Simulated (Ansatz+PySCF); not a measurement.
# singlet H₂OF(-) in separate pieces: levels of theory in one basis

```yaml
atoms:
  - { symbol: F, position_ang: [0.0000, 0.0000, 0.0000] }
  - { symbol: O, position_ang: [30.0331, -0.0941, 0.0660] }
  - { symbol: H, position_ang: [30.5670, 0.6546, -0.2188] }
  - { symbol: H, position_ang: [29.1678, 0.0985, -0.3092] }
```

Basis set: cc-pVDZ (spherical functions). Left uncorrelated: 2 orbitals. Charge -1, multiplicity 1.

Computed with Ansatz (development build ahead of 0.2.0); each method stands on the lowest determinant of its kind that the runs found. NEVPT2 correlates all electrons. Active spaces start from the frontier orbitals, and the lowest solution found is given.

```
        method  E − E(RHF) (eV)  <S²> of the determinant
           RHF             0.00                     0.00
       RHF-MP2           -10.63                        –
      RHF-CCSD           -10.98                        –
   CASSCF(2,2)            -0.35                        –
SC-NEVPT2(2,2)           -10.70                        –
```

Problem. What does RHF-CCSD(T) give on the same scale?

Solution. -11.08 eV.

Problem. Is a single determinant a sound starting point here?

Solution. By this sign, yes. Unrestricted orbitals gain 0.00 eV and <S²> is 0.00 against 0.00 for a pure state. The CASSCF(2,2) natural occupations are 1.99, 0.01.

Caution: no diffuse functions for an anion. Caution for CASSCF(2,2): other starts end on other solutions of this active space.
